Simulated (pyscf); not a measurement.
Structures and frequencies: ωB97X-D3(BJ)/def2-SVP in PySCF.

### Question
PBE/def2-TZVP puts the barrier of F–SiH₃ + NH₃ → H₂N–SiH₂–F + H₂ (four-centre exchange; singlet surface; H–Si, H–N broken, N–Si, H–H formed) at 27.3 kcal/mol and the reaction energy at -12.0 kcal/mol, from the separated reactants. What do r²SCAN/def2-TZVP, PBE0-D3(BJ)/def2-TZVP, ωB97M-D3(BJ)/def2-TZVP give on the same structures?

### Answer
r²SCAN: ΔE‡ = 28.7 kcal/mol, ΔE = -13.8 kcal/mol; PBE0-D3(BJ): ΔE‡ = 28.6 kcal/mol, ΔE = -12.4 kcal/mol; ωB97M-D3(BJ): ΔE‡ = 31.9 kcal/mol, ΔE = -13.0 kcal/mol. PBE's barrier lies under all of them, by 1.3 to 4.6 kcal/mol. Its reaction energy lies over all of them, by 0.3 to 1.8 kcal/mol. On the reactant side the descent ends in a complex (not fully relaxed), 4.3 kcal/mol under the separated species and 36.2 kcal/mol under the saddle at ωB97X-D3(BJ)/def2-TZVP. At the saddle there is also a short H–Si contact that neither side keeps. The same reactants have a lower exit, to H₂N–SiH₃ + HF (barrier +26.3 kcal/mol at ωB97M-D3(BJ)/def2-TZVP, against +31.9 kcal/mol here). One saddle was located; it need not be the lowest between these sides.
